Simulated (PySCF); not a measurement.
Bonds broken one at a time in the series vinyl-X. All species are isolated molecules in the gas phase. One relaxed conformer stands for each flexible species; it need not be the lowest. Strings in code marks are SMILES.

A: radical fragment (`[OH]`)
B: radical fragment (`[CH3]`)
C: whole molecule (`C=C[SiH3]`)

Question: Order them by dipole moment (lowest first) at the level CAM-B3LYP-D3(BJ)/def2-TZVP in PySCF.

Answer: B (0.00 D), C (0.72 D), A (1.80 D)
